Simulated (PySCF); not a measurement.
**BCl−: a composite coupled-cluster curve**

One table from this session's results is given with a row withheld; the runs are named, their logs left out.

Computed with PySCF 2.14.0. Level: CCSD(T) on ROHF, no relativity in the base curves; scalar relativity is added as a correction.

3 further runs of the same task are left out: 3 set aside as unsound or not needed.

The first run:

* molecule: BCl−
* state: doublet, unpaired electrons π ↑
* smaller basis: B aug-cc-pVDZ, Cl aug-cc-pV(D+d)Z
* larger basis: B aug-cc-pVTZ, Cl aug-cc-pV(T+d)Z
* frozen core orbitals: 6
* extrapolation: correlation as n⁻³ (n = 2, 3), Hartree–Fock as (n+1)·exp(−9√n)
* corrections: core–valence correlation, scalar relativity
* distances (Å): 1.6719, 1.7479, 1.8239, 1.8999, 1.9759, 2.0709, 2.1659
* masses (u): 11.0093, 34.9689
* dissociation limit: B + Cl−

Launch:

```console
$ OMP_NUM_THREADS=4 python comp.py task.json out
```

Steps of the session up to this table: Coupled cluster at each distance.

One table of the session follows, with a row left open; its other results are not shown here.

Parts of the energy along the bond, in eV from B + Cl−:

```
 R (Å)  HF/CBS  CCSD corr.      (T)  core–valence  relativity
1.6719  -0.556      -0.583  -0.1307       -0.0400     -0.0046
1.7479  -0.771      -0.562  -0.1291       -0.0316     -0.0037
1.8239  -0.883      -0.537  -0.1272       -0.0248     -0.0031
1.8999       ?           ?        ?             ?           ?
1.9759  -0.929      -0.484  -0.1235       -0.0150     -0.0027
2.0709  -0.896      -0.449  -0.1207       -0.0107     -0.0025
2.1659  -0.843      -0.413  -0.1168       -0.0074     -0.0024
```

**Question.** Estimate the row for R (Å) = 1.8999.

Worked estimate for «HF/CBS». A straight line through the neighbours (1.8239, -0.883) and (1.9759, -0.929) gives -0.883 + (-0.929 + 0.883) × (1.8999 − 1.8239) / (1.9759 − 1.8239) = -0.906; a parabola fitted to 4 rows on both sides gives -0.927.

As computed: HF/CBS: -0.928; CCSD corr.: -0.510; (T): -0.1254; core–valence: -0.0193; relativity: -0.0028. In «HF/CBS» the line misses by +0.022 and the parabola by +0.001.

Caveats from the session: Spin–orbit coupling and excitations beyond (T) are left out. An extrapolation from double and triple zeta is rough, so this isn't yet the limit.
